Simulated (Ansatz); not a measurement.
The inner images of a band of C2H2S2 (6 atoms, charge 0, multiplicity 1) are given out of order.

Computed with RKS PBE-D4/6-31G (Ansatz).

Initial state:

```xyz
6
Properties=species:S:1:pos:R:3
S -0.482 1.640 -0.751
C 0.040 0.096 -0.062
C 0.713 -0.557 0.836
S 0.176 -1.805 -0.576
H -1.699 1.170 -1.239
H 1.294 -0.608 1.746
```

Final state:

```xyz
6
Properties=species:S:1:pos:R:3
S -0.441 1.617 -0.674
C -0.282 0.135 0.305
C -0.576 -0.427 1.483
S 0.747 -1.479 -0.032
H -1.394 1.134 -1.572
H 1.988 -1.043 0.443
```

Problem. Put them in order from the first end to the last, with their energies above the first end.
A.
```xyz
6
Properties=species:S:1:pos:R:3
S -0.477 1.491 -0.846
C 0.160 0.093 0.203
C -0.209 0.642 1.369
S 1.011 -1.379 -0.426
H -1.708 0.928 -1.210
H 1.265 -1.840 0.864
```
B.
```xyz
6
Properties=species:S:1:pos:R:3
S -0.491 1.614 -0.923
C 0.119 0.173 -0.066
C 0.719 -0.312 0.971
S 0.242 -1.659 -0.582
H -1.753 1.058 -1.131
H 1.206 -0.938 1.686
```
C.
```xyz
6
Properties=species:S:1:pos:R:3
S -0.462 1.504 -1.090
C 0.139 0.275 0.051
C 0.639 0.187 1.283
S 0.511 -1.616 -0.267
H -1.763 1.009 -1.181
H 0.978 -1.423 1.158
```
D.
```xyz
6
Properties=species:S:1:pos:R:3
S -0.441 1.528 -0.618
C -0.050 -0.130 0.287
C -0.800 0.332 1.295
S 0.924 -1.519 -0.292
H -1.560 1.089 -1.332
H 1.970 -1.364 0.614
```
E.
```xyz
6
Properties=species:S:1:pos:R:3
S -0.466 1.554 -1.004
C 0.141 0.207 -0.001
C 0.710 -0.078 1.155
S 0.366 -1.633 -0.463
H -1.760 1.044 -1.127
H 1.051 -1.158 1.393
```

Solution. B (+0.44 eV), E (+1.32 eV), C (+2.15 eV), A (+1.66 eV), D (+1.57 eV).

The run took 3 min on 1 thread of Intel(R) Xeon(R) Processor @ 2.70GHz, on a shared host, peak memory 0.11 GiB.
